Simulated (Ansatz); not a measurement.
A made-up structure of CHLiN, doublet:

| atom | x (Å) | y (Å) | z (Å) |
| --- | --- | --- | --- |
| Li1 | -2.0371 | 0.4470 | -0.2877 |
| N2 | -0.3690 | 0.0964 | 0.0655 |
| C3 | 0.7621 | -0.1264 | 0.4198 |
| H4 | -3.2044 | 1.5265 | -0.2949 |

It is relaxed with PBE-D4/def2-SVP and then PBE0-D4/def2-TZVP (Ansatz 0.2.0). Atoms count as bonded within 1.22 times the sum of their covalent radii (H–H: 0.88 Å). The end point is not checked to be a true minimum.

**Question.** Does its bonding change? (A judgement: the text doesn't fix the answer.)

**Answer.** By the calculation: Yes. Formed: none; broken: Li1–H4.

Where it ends: The first stage lowers the energy by 0.21 eV in 6 steps. It ends as a complex of CLiN + H:
```tsv
atom	x (Å)	y (Å)	z (Å)
Li1	-1.7175	0.6877	-0.1164
N2	-0.1081	0.0358	0.1705
C3	0.9632	-0.3955	0.3625
H4	-3.9861	1.6155	-0.5140
```

For scale, one of the runs: PBE0-D4/def2-TZVP relaxation, 82 basis functions, launched by `ansatz run in.yaml --threads 2 --pin off --events-out ev --progress --plain --max-ram 4352MiB`. Hardware: 2 CPU threads of an AMD EPYC 7B13, shared host. Wall time about 8.5 s.
